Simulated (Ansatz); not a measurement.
Two isomers of C3H2O2: A = `C#CC(=O)O`, B = `C#COC=O`.

Isolated molecules relaxed with PBE0-D4/def2-TZVP in Ansatz; ΔE leaves out vibrations. CCSD(T)/CBS adds triple-zeta CCSD(T) − MP2 to the extrapolated MP2 energy (def2 sets, frozen cores). This one scheme is used for every species. Functionals use def2-TZVPP. B3LYP here is the variant with VWN-RPA as its local correlation; programs differ in this. One conformer a species, not always the lowest.

A:

```xyz
7

C     1.0776    0.0022    1.5868
C     0.4569    0.0673    0.5634
C    -0.2499    0.1943   -0.6893
O     0.0422    0.9774   -1.5501
O    -1.2701   -0.6679   -0.7726
H     1.6302   -0.0546    2.4958
H    -1.6870   -0.5187   -1.6339
```

B:

```xyz
7

C    -1.320   -1.403   -0.068
C    -0.793   -0.331   -0.094
O    -0.290    0.875   -0.137
C     1.066    1.014    0.067
O     1.816    0.127    0.280
H    -1.777   -2.363   -0.043
H     1.297    2.082   -0.006
```

Q: Which is lower in electronic energy at CCSD(T)/CBS, and by how much? (An estimate is asked.)

A: The calculation gave: A, by 98.3 kJ/mol.

Q: Give E(B) − E(A) in kJ/mol with B3LYP-D4, CCSD(T)/def2-SVP, LDA (SPW92), CCSD/def2-TZVPP, HF/def2-TZVPP, PBE0-D4, B3LYP. (Estimate.)

A: Ansatz gave: B3LYP-D4 91.6, CCSD(T)/def2-SVP 92.8, LDA (SPW92) 90.4, CCSD/def2-TZVPP 95.8, HF/def2-TZVPP 91.2, PBE0-D4 93.9, B3LYP 91.5. None reverses the order clearly.

Largest T1 diagnostic: 0.016.

At CCSD(T), def2-SVP lies −5.5 kJ/mol from the extrapolated value and def2-TZVPP −1.5 kJ/mol. Leaving LDA and LC-ωPBE aside and taking each functional with its dispersion term where it has one, the values, not all of them listed here, spread over 9.5 kJ/mol, from BLYP-D4 to B97M-V.
